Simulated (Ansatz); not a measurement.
Q: Name a neutral molecule of Cl and H with size of the dipole moment (B3LYP/def2-TZVPP) between 1.05 and 1.35 D and vertical ionisation energy (CCSD(T)/CBS(def2)) between 12.70 and 13.00 eV (Ansatz, PBE0-D4/def2-TZVP geometry).

A: HCl (1.19 D, 12.85 eV). Other molecules can fit too; these were computed, each in one conformer that needn't be the lowest.

B3LYP here is the variant with VWN-RPA as its local correlation; programs differ in this.
